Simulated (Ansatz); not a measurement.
```yaml
crystal:
  periodic: [false, false, false]
  atoms:
    - {symbol: Co, position_ang: [0.000000, 0.000000, 0.000000]}
    - {symbol: O, position_ang: [0.000000, 0.000000, -1.436853]}
    - {symbol: O, position_ang: [0.000000, 0.000000, 1.436853]}
basis:
  gaussian: {orbitals: def2-TZVP}
magnetization: {spin_polarized: true, initial_magnetization: 1}
hamiltonian: {xc: pbe0}
relax: {f_tol: 0.004, max_steps: 80}
```

```sh
$ ansatz run in.yaml --threads 1 --pin off --events-out ev --progress --plain --max-ram 2176MiB
```

Steps of the relaxation (energy above the last step; positions in Å, forces in eV/Å):

```
3
step 1, 1007.3 meV
Co    0.000    0.000    0.000    0.000    0.000    0.000
O     0.000    0.000   -1.437    0.000    0.000   -9.496
O     0.000    0.000    1.437    0.000    0.000    9.496
```

```
3
step 2, 174.6 meV
Co    0.000    0.000    0.000    0.000    0.000    0.000
O     0.000    0.000   -1.504    0.000    0.000   -3.330
O     0.000    0.000    1.504    0.000    0.000    3.330
```

```
3
step 3, 15.6 meV
Co    0.000    0.000    0.000    0.000    0.000    0.000
O     0.000    0.000   -1.544    0.000    0.000   -0.806
O     0.000    0.000    1.544    0.000    0.000    0.806
```

```
3
step 5, 0.1 meV
Co    0.000    0.000    0.000    0.000    0.000    0.000
O     0.000    0.000   -1.563    0.000    0.000   -0.043
O     0.000    0.000    1.563    0.000    0.000    0.043
```

```
3
step 6, 0.0 meV
Co    0.000    0.000    0.000    0.000    0.000    0.000
O     0.000    0.000   -1.565    0.000    0.000    0.001
O     0.000    0.000    1.565    0.000    0.000   -0.001
```

Close pairs at the end: Co1–O3 1.565 Å, Co1–O2 1.565 Å.

A stationary point of unrestricted PBE0 after 6 steps, with ⟨S²⟩ = 1.008 against 0.75 for a pure state; no frequencies were run, so it isn't proven a minimum. 2.6 min on 1 thread of Arm Neoverse V2, shared host.
